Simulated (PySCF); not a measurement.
C3H7Cl.
SMILES: `CC(C)Cl`

The closed-shell ground state was solved at several levels (PySCF, density fitting, gas phase, non-relativistic). Geometry: PBE0-D3(BJ)/def2-SVP; no solvent, vibrations or thermal averaging.

```
              level  basis functions  HOMO (eV)  LUMO (eV)  gap (eV)  dipole (D)
     PBE0/def2-SVPD              143      -8.35       0.59      8.94        2.29
       KT2/pcSseg-2              249      -7.02      -0.43      6.59        2.19
       LDA/pcSseg-2              249      -7.02      -0.56      6.46        2.20
      BP86/pcSseg-2              249      -7.01      -0.40      6.61        2.18
CAM-B3LYP/def2-SVPD              143      -9.76       1.29     11.05        2.28
   PBE0/aug-cc-pVDZ              159      -8.30      -0.11      8.19        2.26
      PBE/def2-SVPD              143      -6.96      -0.40      6.56        2.22
      PBE0/pcSseg-0               54      -8.21       1.23      9.44        2.48
     B97-D/pcSseg-2              249      -6.91      -0.27      6.64        2.19
```

Estimate the row for LDA/def2-SVPD, a basis of 143 functions; the other rows only guide the guess.

HOMO -7.05 eV, LUMO -0.56 eV, gap 6.49 eV, dipole 2.24 D.

Over all these levels, which gives the widest orbital gap and which the narrowest?

CAM-B3LYP/def2-SVPD (range-separated hybrid) has the widest, 11.05 eV, and LDA/pcSseg-2 (LDA) the narrowest, 6.46 eV. Functional and basis both differ between the two, so the spread mixes both effects.

How much does the basis alone move the frontier levels among the 3 PBE0 rows?

The HOMO by 0.14 eV and the LUMO by 1.34 eV. By rising basis size (HOMO, LUMO in eV): pcSseg-0 -8.21, 1.23; def2-SVPD -8.35, 0.59; aug-cc-pVDZ -8.30, -0.11.

How far do the dipole and the HOMO energy spread over the levels?

The dipole runs from 2.18 to 2.48 D (mean 2.25 D) and the HOMO from -9.76 to -6.91 eV.
